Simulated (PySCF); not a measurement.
**Thioborine (BHS): electronic excitations**

Wanted: the electronic excitations of Thioborine (BHS) (`B=S`), by calculation.

Computed with PySCF 2.14.0, with density-fitted response routines of our own, on a single molecule in the gas phase. Atoms count from 0, in the outputs and in this text.

## Step 1: The molecule as given

3 atoms, charge 0, multiplicity 1; geometry from: GFN2-xTB.

Bonds of the start (Å): B0–S1 1.59, B0–H2 1.14.

## Step 2: TDDFT and polarisability: CAM-B3LYP/def2-SVPD

The job: settings as JSON, then the geometry in Å.

```
{"job": {"kind": "uv", "xc": "CAM-B3LYP", "basis": "def2-SVPD", "nstates": 8, "ntriplets": 3}, "charge": 0, "multiplicity": 1}
B     -0.142977     0.096103    -0.003472
S      1.424012    -0.185438    -0.011080
H     -1.269554     0.298690     0.001998
```

With the program's defaults for keys left out, this is: TDDFT CAM-B3LYP/def2-SVPD, vertical, gas phase, core orbitals frozen in the response.

What will the session give for the following? lowest singlet (CAM-B3LYP/def2-SVPD); brightest single state of those computed; lowest triplet. Wanted: lowest singlet; brightest single state of those computed; lowest triplet.

The runs gave:

```
                                quantity                        value
    lowest singlet (CAM-B3LYP/def2-SVPD)  5.23 eV (237 nm), f = 0.000
brightest single state of those computed  state 8, 8.08 eV, f = 0.565
                          lowest triplet                      4.39 eV
```

The first singlet state (HOMO−1→LUMO 0.49, HOMO→LUMO+1 0.49) lies at 5.23 eV and is dark; of the 8 states computed, the strongest absorption comes from state 8 at 8.08 eV (the last computed, so partners may be missing). The lowest triplet lies 0.84 eV below the lowest singlet (triplets in Tamm-Dancoff, singlets in full TDDFT).
